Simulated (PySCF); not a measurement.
# H2SSi: a base run and its variants

Base input, run as `OMP_NUM_THREADS=1 python input.py` with PySCF 2.14:

```python
from pyscf import gto, scf, mp

mol = gto.M(
    atom='Si 0.9125 0 0.4122; S -0.9065 0 -0.4095; H 1.197 0 1.9153; H 2.2284 0 -0.3678',
    basis='3-21g',
    charge=0,
    spin=0,
    verbose=4,
)
mf = scf.RHF(mol)
mf.kernel()
mp.MP2(mf, frozen=10).kernel()
mf.dip_moment()
print('orbital energies (hartree):', mf.mo_energy[..., max(0, mol.nelec[1]-3):mol.nelec[0]+3].round(4))
```

Base result: E(SCF) = -684.102951 Eh, 10 cycles, E(MP2) − E(SCF) = -0.11647 Eh, μ(SCF) = 4.02 D. The basis is very small, so the numbers show the basis as much as the system.

Run time: 2.1 s on 1 thread of Arm Neoverse N1 (shared host), peak memory 0.11 GiB.

Each row names what differs from the base; energies in brackets are changes from the base.

```tsv
change	result
geometry: coordinates × 1.03 → coordinates × 0.958	E(SCF) = -684.086574 Eh (+0.4456 eV), 9 cycles, E(MP2) − E(SCF) = -0.10937 Eh, μ(SCF) = 3.75 D
step after the SCF: mp2 → stability	E(SCF) = -684.102951 Eh (+0.0000 eV), 10 cycles, μ(SCF) = 4.02 D, internal stable; real -> complex stable; RHF/RKS -> UHF/UKS stable
smearing width (hartree): none → 0.01; step after the SCF: mp2 → none	E(SCF) = -684.102951 Eh (+0.0000 eV), 10 cycles, μ(SCF) = 4.02 D
step after the SCF: mp2 → eomip; number of roots: default → 5	E(SCF) = -684.102951 Eh (+0.0000 eV), 10 cycles, E(CCSD) − E(SCF) = -0.13684 Eh, μ(SCF) = 4.02 D, ionisation roots 8.898, 10.109, 11.744, 13.230, 15.855 eV
geometry: coordinates × 1.03 → coordinates × 1.288	E(SCF) = -683.980177 Eh (+3.3408 eV), 11 cycles, E(MP2) − E(SCF) = -0.12348 Eh, μ(SCF) = 4.41 D
basis set: 3-21g → cc-pvdz	E(SCF) = -687.622950 Eh (-95.7841 eV), 10 cycles, E(MP2) − E(SCF) = -0.22443 Eh, μ(SCF) = 3.51 D
step after the SCF: mp2 → cisd; frozen orbitals: 10 → 0	E(SCF) = -684.102951 Eh (+0.0000 eV), 10 cycles, E(CISD) − E(SCF) = -0.13643 Eh, μ(SCF) = 4.02 D
basis set: 3-21g → x2c-svpall; spin-free X2C: off → on	E(SCF) = -689.064583 Eh, 10 cycles, E(MP2) − E(SCF) = -0.22220 Eh, μ(SCF) = 3.37 D
geometry: coordinates × 1.03 → coordinates × 2.06 [stretched restricted solution, likely unstable]	E(SCF) = -683.662563 Eh (+11.9835 eV), 14 cycles, E(MP2) − E(SCF) = -0.13896 Eh, μ(SCF) = 1.60 D
spin-free X2C: off → on [basis contracted without relativity]	E(SCF) = -685.532092 Eh, 10 cycles, E(MP2) − E(SCF) = -0.11655 Eh, μ(SCF) = 4.00 D
```

Problem. Order these changes by how far they move the SCF energy from the base, largest first: (1) geometry: coordinates × 1.03 → coordinates × 0.958; (2) geometry: coordinates × 1.03 → coordinates × 1.288; (3) geometry: coordinates × 1.03 → coordinates × 2.06.

Solution. (3) +11.9835 eV, (2) +3.3408 eV, (1) +0.4456 eV.
